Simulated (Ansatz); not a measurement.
## Ga (Cmcm)

These are results of DFT r2SCAN, scalar-relativistic, plane waves, PAW in Ansatz 0.2.0, not measurements.

Plane waves to 500 eV, a k mesh through Γ of 16×16×14 on the computed 2-atom cell and Gaussian smearing (0.10 eV); no spin polarisation.

The structure is relaxed at this level of theory with its symmetry kept. This form isn't the element's structure at ambient conditions.

Space group Cmcm (No. 63). a = 2.739 Å, b = 7.910 Å, c = 3.351 Å, α = 90.00°, β = 90.00°, γ = 90.00°
| atom | site | symmetry | x | y | z |
| --- | --- | --- | --- | --- | --- |
| Ga | 4c | m2m | 0.5000 | 0.6339 | 0.2500 |

Task: Formation energy from the elements' standard states (uncorrected)?

Result: +0.079 eV/atom.

Task: Density of states at the Fermi level?

Result: 0.63 states/eV per cell.

Task: Löwdin character within 0.5 eV of the Fermi level?

Result: Ga 4p 72 %, Ga 4s 25 %.

Task: Bulk modulus?

Result: 62 GPa.

Task: Its pressure derivative?

Result: 4.9.

Task: Bader charges (e)?

Result: Ga (2 in the cell) 0.00.

Cost: 9 runs of about 27 core-minutes in all, on Arm Neoverse V1 (shared hosts).